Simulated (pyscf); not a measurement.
Thermochemistry of product channels of HB=NH + H• on the doublet surface, in kJ/mol, from CCSD(T)/def2-TZVPP + ΔMP2(QZVPP) energies (ideal gas, 1 atm, RRHO with modes under 100 cm⁻¹ raised to 100, one conformer, R ln 2 for rigid chiral ones). Single points on ωB97X-D3(BJ)/def2-SVP structures (PySCF, gas phase). Correlated levels are frozen-core, on RHF or UHF. ΔMP2 is the change of the MP2 total energy from the triple- to the quadruple-zeta basis.

| products | ΔE | ΔH(298 K) | ΔG(600 K) | ΔG(1200 K) |
|---|---|---|---|---|
| BH [singlet] + NH₂• | +351.1 | +350.4 | +324.7 | +304.9 |
| [H₂B–NH]• | … | -93.7 | -51.9 | -6.0 |
| [HB–NH₂]• | -148.9 | -125.9 | -72.0 | … |

Task: Complete the blanks.

Result: 
- [H₂B–NH]•, ΔE: -103.5
- [HB–NH₂]•, ΔG(1200 K): -10.2

These are energies of the channels, which say nothing of barriers. The CCSD(T) − MP2 part came from Ansatz, without density fitting, on the same reference.
